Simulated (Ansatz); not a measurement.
LiAl₂⁺. Charge 1, multiplicity 3. Geometry PBE0-D4/def2-TZVP, that of the neutral doublet; atoms count from 1.

```xyz
3

Al    1.194    0.795    0.401
Al   -0.319   -1.073    0.983
Li   -0.875    0.278   -1.384
```

At PBE0-D4/def2-TZVP a singlet of charge 1 lies 0.10 eV below the triplet, each at its own geometry. The structure comes from a short search, and lower isomers may exist.

Q: Estimate the Mulliken populations from the PBE0/def2-TZVP orbitals of Ansatz.

A: 
```json
{"atom": "Al1", "charge (e)": "0.10", "spin (α − β)": "0.92"}
{"atom": "Al2", "charge (e)": "0.11", "spin (α − β)": "0.92"}
{"atom": "Li3", "charge (e)": "0.79", "spin (α − β)": "0.16"}
```
Mulliken values depend strongly on the basis.

Q: Where does the spin sit?

A: Summed by element: Al 1.84, Li 0.16, of 2 unpaired in all. Largest on single atoms: Al1 0.92, Al2 0.92, Li3 0.16.

Q: And the Mayer bond orders between heavy atoms (over 0.3)?

A: Al1–Al2 1.44 (2.47 Å).
